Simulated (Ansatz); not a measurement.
Species: NH₂, charge 0, multiplicity 2. SMILES: [NH2]
Geometry: optimised at B3LYP-D3(BJ)/def2-TZVP (Ansatz, a program for electronic structure).

Property: vertical electron affinity (to the singlet state of charge -1; a negative value means that the extra electron is unbound and the number depends on the basis; each state is the SCF solution reached for its spin), in eV. Cores are frozen in the correlated levels unless marked. UHF or UKS for open shells. No spin-orbit coupling. No relativistic terms. Anions need diffuse functions: aug- sets have them; def2-D sets add few. CBS(X,Y): correlation extrapolated as X^-3; Hartree-Fock from the larger set.

Level to compare with: CCSD(T)/CBS(aug-cc-pVTZ,aug-cc-pVQZ) (Ansatz), 0.74 eV. It is a level with limits of its own, and the differences hold the functionals' basis error too.

Task: Rank these functionals by how close they come to CCSD(T)/CBS(aug-cc-pVTZ,aug-cc-pVQZ), closest first: BHLYP/def2-TZVPD (Ansatz); CAM-B3LYP/def2-TZVPD (Ansatz); PBE0/def2-TZVPD (Ansatz).

Result: CAM-B3LYP/def2-TZVPD (range-separated hybrid, 0.53 eV, difference -0.21), PBE0/def2-TZVPD (global hybrid, 0.37 eV, difference -0.37), BHLYP/def2-TZVPD (global hybrid, 0.14 eV, difference -0.60)
